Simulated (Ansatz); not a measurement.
A made-up structure of CH3LiS, closed shell:

```
6
angstrom
Li -0.8884 1.4528 -0.2854
C -0.0997 -0.2693 -0.6207
S -0.0692 -0.0968 1.2345
H -0.8324 -1.0767 -0.7530
H 0.8635 -0.6857 -0.9227
H -1.5558 2.8929 -0.3791
```

It is relaxed with PBE-D4/def2-SVP and then PBE0-D4/def2-TZVP (Ansatz 0.2.0). Atoms count as bonded within 1.22 times the sum of their covalent radii (H–H: 0.88 Å). The end point is not checked to be a true minimum.

Task: Does its bonding change? (A judgement: the text doesn't fix the answer.)

Result: Computed: Yes. Formed: S3–H6; broken: Li1–H6.

Where it ends: The first stage lowers the energy by 2.98 eV in 21 steps. It ends as CH₃LiS ([Li]1[CH2][SH]1):
Li1  (-1.545, 1.105, -1.385)
C2  (-0.246, -0.141, -0.705)
S3  (-0.870, 0.754, 0.807)
H4  (-0.635, -1.154, -0.536)
H5  (0.840, -0.217, -0.609)
H6  (-0.126, 1.870, 0.701)
(Å)

Labels in which every atom is bracketed show which atoms are joined, not bond orders.

For scale, one of the runs: PBE0-D4/def2-TZVP relaxation, 100 basis functions, launched by `ansatz run in.yaml --threads 2 --pin off --events-out ev --progress --plain --max-ram 4352MiB`. Hardware: 2 CPU threads of an Arm Neoverse V1, shared host. Wall time about 13 s.
